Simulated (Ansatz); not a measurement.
Input file:

```yaml
crystal:
  periodic: [false, false, false]
  atoms:
    - {symbol: Al, position_ang: [0.000000, 0.000000, 1.179176]}
    - {symbol: P, position_ang: [0.000000, 0.000000, -1.155185]}
    - {symbol: H, position_ang: [0.000000, 1.378539, 1.966597]}
    - {symbol: H, position_ang: [0.000000, -1.378539, 1.966597]}
basis:
  gaussian: {orbitals: 6-31G}
magnetization: {spin_polarized: false, initial_magnetization: 4}
correlation: {method: fic_mrcisd_q_relaxed, electrons: outside_noble_gas, active_space: {window: {electrons: 10, orbitals: 10}, shells: [{species: Al, l: s, shell: 3}, {species: Al, l: p, shell: 3}, {species: H, l: s, shell: 1}, {species: P, l: s, shell: 3}, {species: P, l: p, shell: 3}]}}
```

```sh
$ ansatz run in.yaml --threads 1 --pin off --events-out ev --progress --plain --max-ram 3968MiB --backend cpu
```

The program prints:

```
621 factors; integrals over basis functions are off by at most 7.2e-8 eV
mean field evaluation 1: about -15878.8343 eV, gradient 1.1e1 eV
mean field evaluation 2: about -15878.8418 eV, gradient 1.1e1 eV
mean field evaluation 4: about -15880.2163 eV, gradient 1.4e0 eV
mean field evaluation 8: about -15880.2478 eV, gradient 5.8e-4 eV
mean field evaluation 16: about -15880.0971 eV, gradient 1.9e0 eV
mean field -15880.24778777 eV, -583.5883421822 hartree, gradient 3.8e-6 eV, S^2 6.000000; 2 other end points of the search recorded, 0 dependent functions left out
reference -15880.24778777 eV, -583.5883421822 hartree; 17, 13 occupied and 13, 17 virtual orbitals, 621 factors
state -15881.53222352 eV, -583.6355443253 hartree
contracted CI cycle   1: correlation 0.00000000 eV, 0.0000000000 hartree, residual 5.52e0 eV
contracted CI cycle   2: correlation -0.78147510 eV, -0.0287186803 hartree, residual 1.27e0 eV
contracted CI cycle   3: correlation -0.81759258 eV, -0.0300459733 hartree, residual 4.68e-1 eV
contracted CI cycle   4: correlation -0.82307397 eV, -0.0302474105 hartree, residual 1.62e-1 eV
contracted CI cycle   5: correlation -0.82379704 eV, -0.0302739828 hartree, residual 7.33e-2 eV
contracted CI cycle   6: correlation -0.82396161 eV, -0.0302800306 hartree, residual 3.57e-2 eV
contracted CI cycle   7: correlation -0.82400539 eV, -0.0302816395 hartree, residual 2.00e-2 eV
contracted CI cycle   8: correlation -0.82401602 eV, -0.0302820302 hartree, residual 9.08e-3 eV
contracted CI cycle   9: correlation -0.82401778 eV, -0.0302820949 hartree, residual 3.69e-3 eV
contracted CI cycle  10: correlation -0.82401809 eV, -0.0302821063 hartree, residual 1.45e-3 eV
state -15881.53222352 eV, -583.6355443253 hartree; corrected -15882.37731698 eV, -583.6666009369 hartree
Total energy: -15882.37731698 eV, -583.6666009369 hartree
Checks for a lower state left out: starts, orbital_swaps
```

Natural occupations: 1.9922 1.9610 1.9510 1.0050 1.0029 1.0020 0.9973 0.0530 0.0265 0.0091.

For the same geometry and basis full CI lies 0.3 meV higher.

Ran on 1 thread of AMD EPYC 7R13, shared host: 6 s wall, 0.55 GiB peak host memory.
